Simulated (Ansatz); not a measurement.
```yaml
crystal:
  periodic: [false, false, false]
  atoms:
    - {symbol: Si, position_ang: [-1.437985, 0.822805, -0.577196]}
    - {symbol: C, position_ang: [0.378322, 0.374446, -0.452031]}
    - {symbol: Si, position_ang: [0.787780, -0.730857, 1.004259]}
    - {symbol: H, position_ang: [-2.277812, -0.389181, -0.787625]}
    - {symbol: H, position_ang: [-1.704817, 1.817119, -1.655129]}
    - {symbol: H, position_ang: [0.682533, -0.128774, -1.378029]}
    - {symbol: H, position_ang: [0.966641, 1.294316, -0.375327]}
    - {symbol: H, position_ang: [-0.039378, -1.966172, 0.957259]}
    - {symbol: H, position_ang: [0.504922, -0.021114, 2.279715]}
    - {symbol: H, position_ang: [2.222793, -1.123585, 0.987005]}
basis:
  gaussian: {orbitals: pcseg-2}
magnetization: {spin_polarized: true, initial_magnetization: 3}
hamiltonian: {xc: {name: rPW86-PBE}, dispersion: d3bj}
```

```sh
$ ansatz run in.yaml --threads 4 --pin off --events-out ev --progress --plain --max-ram 10444MiB
```

Shortened log:

```
Functional definition: rPW86-PBE
1040 factors; their error is unknown
mean field evaluation 1: about -16904.4041 eV, gradient 5.2e1 eV
mean field evaluation 2: about -16837.5379 eV, gradient 9.8e1 eV
mean field evaluation 4: about -16906.9265 eV, gradient 3.1e1 eV
mean field evaluation 8: about -16918.7339 eV, gradient 2.9e0 eV
mean field evaluation 16: about -16918.7496 eV, gradient 2.1e-2 eV
mean field evaluation 32: about -16918.7496 eV, gradient 1.3e-5 eV
mean field -16918.74955493 eV, -621.7525782033 hartree, gradient 1.6e-6 eV, S^2 3.755201; 10 other end points of the search recorded, 0 dependent functions left out
reference -16918.74969794 eV, -621.7525834590 hartree; 22, 19 occupied and 174, 177 virtual orbitals, 1040 factors
Total energy: -16918.96855658 eV, -621.7606263655 hartree
```

Hardware: 4 threads of an INTEL XEON PLATINUM 8581C on a shared host. Wall time 9 s, peak host memory 0.49 GiB.
